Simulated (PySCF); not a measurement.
## Two probes of the same atoms: core binding energy and nuclear shielding

Divinylethylene, C6H8.
Z-matrix (Å and degrees, GFN2-xTB geometry), rows numbered from 1:
```
C 
C   1  1.3315
C   2  1.4387  1  123.78
C   3  1.3433  2  123.84  1   179.91
C   4  1.4387  3  123.78  2  -179.95
C   5  1.3314  4  123.73  3   179.96
H   1  1.0762  2  122.10  3  -179.99
H   1  1.0777  2  121.52  3     0.07
H   2  1.0828  1  120.02  3  -180.00
H   3  1.0830  2  116.52  1    -0.02
H   4  1.0832  3  119.67  2     0.05
H   5  1.0828  4  116.27  3    -0.01
H   6  1.0776  5  121.44  4     0.04
H   6  1.0761  5  122.09  4   179.99
```

Binding energies: PySCF 2.14.0, delta-SCF UKS SCAN, pcX-2 on the ionised atom, pcseg-1 elsewhere, spin-free X2C. Shieldings: GIAO PBE0/pcSseg-1, non-relativistic, same geometry.

```
atom  isotropic shielding (ppm)
  C1                       61.3
  C2                       41.3
  C3                       44.3
```

Q: What are the C 1s binding energies of these atoms?

A: 
```
atom           environment  C 1s (eV)  isotropic shielding (ppm)
  C1  terminal =CH2 carbon     289.52                       61.3
  C3      alkene CH carbon     290.10                       44.3
  C2      alkene CH carbon     290.39                       41.3
```

Q: Among the listed atoms, is the one with the highest binding energy also the least shielded?

A: Yes: C2 has both (290.39 eV, 41.3 ppm).

By binding energy: C1 < C3 < C2. By shielding: C2 < C3 < C1.

Of atoms equivalent by bonding only the ionised one is listed; its partners' own values can differ in this conformer. The unrestricted hole states depart most from a pure doublet (⟨S²⟩ = 0.75; over 0.85 named) for C 1s of C2/C5 (1.00) and C 1s of C3/C4 (0.91), which makes these values less certain. One conformer (not necessarily the lowest) at the GFN2-xTB geometry, without solvent, vibrations or thermal averaging.
